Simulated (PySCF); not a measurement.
Mapped SMILES: `[O:1]=[C:2]=[C:3]=[C:4]=[O:5]`.

Geometry: PBE0-D3(BJ)/def2-TZVP; GIAO shifts from PySCF 2.14, gas phase, non-relativistic, averaged over equivalent atoms.

At B97-2/pcSseg-2 (180 basis functions, 14 s wall time on 1 thread of an Arm Neoverse N1, shared host):
```tsv
atoms	δ (ppm)
O1/O5	193.8
C2/C4	124.7
C3	-19.0
```

Chemical shifts δ = σref − σ; 17O (327.66 ppm) vs H2O; 13C (185.38 ppm) against TMS, all at this level.

Problem. Predict the values at PBE0/pcSseg-2 on the same geometry.

Solution. 
```json
{"atoms": "O1/O5", "δ at PBE0/pcSseg-2": "199.3", "change": "+5.5"}
{"atoms": "C2/C4", "δ at PBE0/pcSseg-2": "127.7", "change": "+3.0"}
{"atoms": "C3", "δ at PBE0/pcSseg-2": "-18.3", "change": "+0.7"}
```

Scale: 17O (σ = 329.54 ppm) vs H2O; 13C (σ = 186.03 ppm) vs TMS (reference shieldings calculated alike).

The largest change is at O1/O5 (carbonyl oxygen). Cost: 180 basis functions, 16 s wall time on 1 thread of an Arm Neoverse N1, shared host.

Experimental scales use liquid or dissolved standards, which lie at an offset from isolated H2O (liquid H2O: subtract about 36 ppm).
